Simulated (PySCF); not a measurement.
Species: C3H3FO.
Bonds: C1–C2 (double), C2–C3, C3–O4 (double), C3–F5. Hydrogens: H6, H7 on C1; H8 on C2.

Theory: core-valence-separated Tamm–Dancoff BHandHLYP/aug-pcX-1 (pcseg-1 on H) in PySCF, non-relativistic, gas phase, PBE0-D3(BJ)/def2-SVP geometry.

Computed oxygen K-edge spectrum, Gaussian lines of 0.6 eV full width, highest printed point 100; it ends one width below the last computed root. BHandHLYP without relativity tends to put these K edges a few eV too low, so spacings mean more than positions.

photon energy (eV), absorption and a bar:
```
    528.2          1 
    528.4          6 ##
    528.6         30 #########
    528.8         74 ######################
    529.0        100 ##############################
    529.2         73 ######################
    529.4         28 #########
    529.6          6 ##
    529.8          1 
    530.0          0 
    530.2          0 
    530.4          0 
    530.6          0 
    530.8          0 
    531.0          0 
    531.2          0 
    531.4          0 
    531.6          0 
    531.8          0 
    532.0          0 
    532.2          0 
    532.4          0 
    532.6          0 
    532.8          0 
    533.0          0 
    533.2          0 
    533.4          0 
    533.6          0 
    533.8          0 
    534.0          2 
    534.2          6 ##
    534.4         14 ####
    534.6         22 #######
    534.8         25 #######
    535.0         22 #######
    535.2         15 ####
    535.4          8 ##
```

Q: Where are the maxima, and which lines make them up?

A: 2 maxima:
- 529.0 eV: O4 (carbonyl oxygen), 529.00 eV, f = 0.043, 1s→π*, 100 % of the height at the exact maximum
- 534.8 eV: O4 (carbonyl oxygen), 534.96 eV, f = 0.006, 48 % of the height at the exact maximum; O4 (carbonyl oxygen), 534.60 eV, f = 0.007, 48 % of the height at the exact maximum

Roots within 0.03 eV on the same or equivalent atoms count as one line; shares under 12 % aren't listed.

Vibrational structure and lifetime widths aren't in the curve. The ionisation threshold wasn't computed; near and above it a finite basis only mimics Rydberg series and continuum.

The values belong to the conformer `[CH2:1]=[CH:2][C:3](=[O:4])[F:5]`: C1–C2–C3–O4 0°.
